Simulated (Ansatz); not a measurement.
Geometry optimisation, RKS PBE0/def2-SVP (Ansatz 0.2.0).

Input file:

```yaml
crystal:
  periodic: [false, false, false]
  atoms:
    - { symbol: B, position_ang: [0.0, 0.0, 0.0] }
    - { symbol: F, position_ang: [0.0, 0.0, 1.32] }
    - { symbol: C, position_ang: [1.3856, 0.0, -0.8] }
    - { symbol: H, position_ang: [1.7152, -1.0462, -0.9702] }
    - { symbol: H, position_ang: [1.2491, 0.508, -1.7774] }
    - { symbol: H, position_ang: [2.1552, 0.5381, -0.2082] }
    - { symbol: H, position_ang: [-1.0305, 0.0, -0.595] }
basis:
  gaussian: { orbitals: def2-SVP }
hamiltonian:
  xc: pbe0
relax:
  f_tol: 0.02
  max_steps: 40
```

Run as:

```bash
$ ansatz run input.yaml --threads 1 --pin off --max-ram 2048MiB --backend cpu --events-out ev --progress --plain --runs-dir out
```

Task: Where does it end, and by what steps?

Result: The forces met the threshold. The force dipped under the threshold on the way, but the program's further checks kept it going. After 16 steps the energy has fallen by 0.067 eV; H7 moved furthest, 0.30 Å.

```
step  energy less start (eV)  largest force component (eV/Å)  accepted
   0                  0.0000                           1.414       yes
   1                 -0.0505                           0.594       yes
   2                 -0.0509                           0.525       yes
   3                 -0.0611                           0.130       yes
   4                 -0.0621                           0.124       yes
   5                 -0.0644                           0.146       yes
   6                 -0.0629                           0.315        no
   7                 -0.0643                           0.087        no
   8                 -0.0654                           0.023       yes
   9                 -0.0661                           0.011       yes
  10                 -0.0633                           0.387        no
  11                 -0.0662                           0.103       yes
  12                 -0.0643                           0.258        no
  13                 -0.0668                           0.008       yes
  14                 -0.0669                           0.063       yes
  15                 -0.0669                           0.034       yes
  16                 -0.0670                           0.008       yes
```

```xyz
7
Properties=species:S:1:pos:R:3
B 0.023 -0.008 -0.014
F -0.040 0.285 1.277
C 1.385 0.014 -0.770
H 1.597 -0.999 -1.155
H 1.306 0.654 -1.665
H 2.233 0.348 -0.156
H -1.030 -0.295 -0.547
```

Whether the end is a true minimum wasn't checked by a vibrational analysis.

Run time: 27 s on 1 thread of Arm Neoverse V2, on a shared host, peak memory 0.13 GiB.
